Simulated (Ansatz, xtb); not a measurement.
## Relative energy of two isomers of C4H6

Structure a is `C=CC=C`, a singlet and structure b is `C=C=CC`, a singlet. Both are isolated molecules in the gas phase, relaxed with PBE0-D3(BJ)/def2-SVP; the shapes shown needn't be the lowest conformers.

a (Å):

```yaml
atoms:
  - { symbol: C, position_ang: [-1.8280, -0.8762, -1.8302] }
  - { symbol: C, position_ang: [-1.3524, -0.4739, -0.6437] }
  - { symbol: C, position_ang: [0.0594, -0.2900, -0.3464] }
  - { symbol: C, position_ang: [0.5351, 0.1121, 0.8401] }
  - { symbol: H, position_ang: [-2.8990, -1.0002, -2.0056] }
  - { symbol: H, position_ang: [-1.1561, -1.0947, -2.6663] }
  - { symbol: H, position_ang: [-2.0534, -0.2632, 0.1732] }
  - { symbol: H, position_ang: [0.7604, -0.5007, -1.1633] }
  - { symbol: H, position_ang: [1.6061, 0.2360, 1.0156] }
  - { symbol: H, position_ang: [-0.1368, 0.3304, 1.6763] }
```

b (Å):

```xyz
10

C    -2.5291   -0.9729   -1.2593
C    -1.5330   -0.5034   -0.5523
C    -0.5320   -0.0348    0.1518
C     0.9121   -0.0968   -0.2474
H    -2.8799   -2.0034   -1.1354
H    -3.0473   -0.3506   -1.9972
H    -0.7678    0.4424    1.1130
H     1.0392   -0.5900   -1.2207
H     1.5026   -0.6505    0.5008
H     1.3449    0.9150   -0.3131
```

Quicker runs give these differences E(b) − E(a): GFN2-xTB +6.0 kcal/mol; HF/STO-3G +7.7 kcal/mol (at GFN2-xTB geometries); r2SCAN-D4/def2-SVP +10.9 kcal/mol (at GFN2-xTB geometries).

Q: Estimate E(b) − E(a) at the level CCSD(T)/def2-TZVP.

A: Calculated at CCSD(T)/def2-TZVP: E(b) − E(a) = +12.5 kcal/mol, so structure a lies lower.

How the difference moves with the method:

```csv
level,geometry,E(b) − E(a) (kcal/mol),departure from the last row (kcal/mol),"job, with rough time for the two"
GFN2-xTB,GFN2-xTB,+6.0,−6.5,"optimisation, 0.076 s"
HF/STO-3G,GFN2-xTB,+7.7,−4.8,"single point, 0.2 s"
r2SCAN-D4/def2-SVP,GFN2-xTB,+10.9,−1.6,"single point, 1.5 s"
PBE0-D3(BJ)/def2-SVP,PBE0-D3(BJ)/def2-SVP,+10.9,−1.6,"optimisation, 15 s"
HF/def2-TZVP,PBE0-D3(BJ)/def2-SVP,+13.2,+0.7,part of the CCSD(T) run
MP2/def2-TZVP,PBE0-D3(BJ)/def2-SVP,+12.5,0.0,part of the CCSD(T) run
CCSD(T)/def2-TZVP,PBE0-D3(BJ)/def2-SVP,+12.5,,"single point, 26 s"
```

As drawn, both hold the same kinds of bond in the same numbers. Structure a has 0 methyl groups, b 1.

None of the levels shown reverses the order. The largest departure from CCSD(T)/def2-TZVP is that of GFN2-xTB, 6.5 kcal/mol.

With harmonic frequencies from PBE0-D3(BJ)/def2-SVP (ideal gas, rigid rotor, one conformer each, 298.15 K, 1 atm): on the last row, ΔE + ΔZPE = +11.7, ΔH = +11.9, ΔG = +11.0 kcal/mol.

The correlated steps freeze 4 core orbitals. Codes used: Ansatz 0.2.0, xtb 6.7.1; the last row on 2 threads of Intel(R) Xeon(R) 6975P-C (Granite Rapids) on a shared host.
